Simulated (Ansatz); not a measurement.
Ansatz (an electronic-structure program) input (PBE/6-31G*):

Ansatz 0.2 input:
```yaml
crystal:
  periodic: [false, false, false]
  atoms:
    - {symbol: C, position_ang: [-0.00000000, -0.00000000, -0.49689011]}
    - {symbol: N, position_ang: [0.00000000, 0.00000000, 0.64927938]}
    - {symbol: H, position_ang: [-0.00000000, -0.00000000, -1.56361504]}
basis:
  gaussian:
    orbitals: 6-31G*
hamiltonian:
  xc: {name: PBE}
relax: {f_tol: 0.003, max_steps: 120}
```

Output:

```
Functional definition: PBE
integrals: 0.00 GiB planned
383 factors; their error is unknown
mean field: 0.06 GiB planned
mean field evaluation 1: about -2535.2071 eV, gradient 4.1e1 eV
mean field evaluation 2: about -2519.6798 eV, gradient 8.8e1 eV
mean field evaluation 4: about -2538.9991 eV, gradient 2.3e0 eV
mean field evaluation 8: about -2538.9958 eV, gradient 4.0e-2 eV
mean field -2538.99578256 eV, -93.3063740158 hartree, gradient 1.1e-5 eV, S^2 0.000000; 0 other end points of the search recorded, 0 dependent functions left out
the calculation of the forces begins
reference -2538.99579523 eV, -93.3063744814 hartree; 7, 7 occupied and 25, 25 virtual orbitals, 383 factors
relax step   1: F+E_penalty+E_count = -2538.99578256 eV  Δ(F+E_penalty+E_count) = +0.000e0 eV  max|allowed force component| = 2.865e0 eV/Å  Δτ_max = 0.0000 Å  (24 SCF iters, accepted)
these checks for a lower state are left out or cut short: starts, cluster_reference, orbital_swaps, neighbouring_geometries, increment
integrals: 0.00 GiB planned
383 factors; their error is unknown
mean field: 0.06 GiB planned
mean field evaluation 16: about -2539.0384 eV, gradient 1.8e0 eV
mean field -2539.03006636 eV, -93.3076339225 hartree, gradient 1.3e-5 eV, S^2 0.000000; 0 other end points of the search recorded, 0 dependent functions left out
the calculation of the forces begins
reference -2539.03007913 eV, -93.3076343917 hartree; 7, 7 occupied and 25, 25 virtual orbitals, 383 factors
relax step   2: F+E_penalty+E_count = -2539.03006636 eV  Δ(F+E_penalty+E_count) = -3.428e-2 eV  max|allowed force component| = 3.088e-1 eV/Å  Δτ_max = 0.0191 Å  (27 SCF iters, accepted)
these checks for a lower state are left out or cut short: starts, cluster_reference, orbital_swaps, neighbouring_geometries, increment
integrals: 0.00 GiB planned
383 factors; their error is unknown
mean field: 0.06 GiB planned
mean field -2539.03042899 eV, -93.3076472487 hartree, gradient 1.3e-5 eV, S^2 0.000000; 0 other end points of the search recorded, 0 dependent functions left out
the calculation of the forces begins
reference -2539.03044176 eV, -93.3076477181 hartree; 7, 7 occupied and 25, 25 virtual orbitals, 383 factors
relax step   3: F+E_penalty+E_count = -2539.03042899 eV  Δ(F+E_penalty+E_count) = -3.626e-4 eV  max|allowed force component| = 1.937e-2 eV/Å  Δτ_max = 0.0017 Å  (28 SCF iters, accepted)
these checks for a lower state are left out or cut short: starts, cluster_reference, orbital_swaps, neighbouring_geometries, increment
integrals: 0.00 GiB planned
383 factors; their error is unknown
mean field: 0.06 GiB planned
mean field evaluation 32: about -2539.0480 eV, gradient 1.2e-1 eV
mean field -2539.03043053 eV, -93.3076473055 hartree, gradient 3.6e-6 eV, S^2 0.000000; 0 other end points of the search recorded, 0 dependent functions left out
the calculation of the forces begins
reference -2539.03044331 eV, -93.3076477749 hartree; 7, 7 occupied and 25, 25 virtual orbitals, 383 factors
relax step   4: F+E_penalty+E_count = -2539.03043053 eV  Δ(F+E_penalty+E_count) = -1.544e-6 eV  max|allowed force component| = 6.893e-5 eV/Å  Δτ_max = 0.0001 Å  (16 SCF iters, accepted)
integrals: 0.00 GiB planned
383 factors; their error is unknown
mean field: 0.06 GiB planned
mean field -2539.03043053 eV, -93.3076473055 hartree, gradient 2.1e-5 eV, S^2 0.000000; 1 other end points of the search recorded, 0 dependent functions left out
the calculation of the forces begins
reference -2539.03044331 eV, -93.3076477749 hartree; 7, 7 occupied and 25, 25 virtual orbitals, 383 factors
Total energy: -2539.03044331 eV, -93.3076477749 hartree
Atom 0 at     0.000000    -0.000000    -0.500320 Å, force    -0.000000     0.000000    -0.000006 eV/Å
Atom 1 at    -0.000000     0.000000     0.668622 Å, force     0.000000    -0.000000     0.000068 eV/Å
Atom 2 at    -0.000000     0.000000    -1.579528 Å, force     0.000000    -0.000000    -0.000063 eV/Å
Dipole moment:     0.000000     0.000000    -0.585106 e Å
```

The geometry given is a B3LYP-D3(BJ)/def2-TZVP minimum.
